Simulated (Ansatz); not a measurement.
Geometry optimisation, RKS B3LYP-D4/6-31G (Ansatz 0.2.0).

The input (input.yaml):

```yaml
crystal:
  periodic: [false, false, false]
  atoms:
    - { symbol: B, position_ang: [-0.69933, -0.13473, -0.3452] }
    - { symbol: B, position_ang: [0.61526, 0.47025, 0.16292] }
    - { symbol: O, position_ang: [0.20308, -0.81121, 0.44066] }
    - { symbol: H, position_ang: [-1.70655, -0.52044, -0.76616] }
    - { symbol: H, position_ang: [0.81116, -1.35211, 1.00437] }
basis:
  gaussian: { orbitals: "6-31G" }
hamiltonian:
  xc: b3lyp
  dispersion: d4
relax:
  f_tol: 0.02
  max_steps: 50
```

Command:

```bash
$ ansatz run input.yaml --threads 1 --pin off --max-ram 2048MiB --backend cpu --events-out ev --progress --plain --runs-dir out
```

Where does it end, and by what steps?

The forces met the threshold. Limits of this set-up: no polarisation functions. After 12 steps the energy has fallen by 2.363 eV; B2 moved furthest, 1.11 Å. Parted: B2–O3 (1.37 → 2.68 Å).

```csv
step,energy less start (eV),largest force component (eV/Å),accepted
0,0.0000,7.511,yes
1,-0.9086,4.053,yes
2,-1.5332,1.294,yes
3,-1.6882,1.002,yes
4,-1.8650,0.905,yes
5,-1.9528,1.067,yes
6,-2.1663,0.925,yes
7,-2.3111,0.841,yes
8,-2.3539,0.269,yes
9,-2.3623,0.094,yes
10,-2.3628,0.071,yes
11,-2.3630,0.044,yes
12,-2.3630,0.002,yes
```

```xyz
5
Properties=species:S:1:pos:R:3
B -0.324 -0.199 -0.106
B 0.389 1.427 -0.349
O 0.429 -1.054 0.667
H -1.378 -0.564 -0.561
H 0.107 -1.959 0.845
```

Whether the end is a true minimum wasn't checked by a vibrational analysis.

The run took 23 s on 1 thread of Intel(R) Xeon(R) Processor @ 2.50GHz (Skylake/Cascade Lake), on a shared host, peak memory 0.11 GiB.
